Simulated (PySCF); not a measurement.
A run for PySCF: R-HF/3-21G on C2H8 (a complex).

```python
from pyscf import gto, scf, dft, mp
from pyscf.data.elements import chemcore

mol = gto.M(
    atom='''
    C    -0.00000000    0.00000000    1.81901457
    H     0.51274115    0.88809373    1.45476743
    H     0.51274115   -0.88809373    1.45476743
    H    -1.02548230    0.00000000    1.45476743
    H     0.00000000   -0.00000000    2.90722072
    C     0.00000000   -0.00000000   -1.81901457
    H    -0.00000000    0.00000000   -2.90722072
    H    -0.51274115    0.88809373   -1.45476743
    H    -0.51274115   -0.88809373   -1.45476743
    H     1.02548230   -0.00000000   -1.45476743
    ''',
    basis='3-21g',
    charge=0, spin=0, verbose=3, max_memory=1800)
mf = scf.RHF(mol)
mf.conv_tol = 1e-8
mf.max_cycle = 100
mf.kernel()
if not mf.converged:
    mf = mf.newton().run(mf.mo_coeff, mf.mo_occ)
```

Q: Predict the final total energy.

A: -79.9532 hartree.
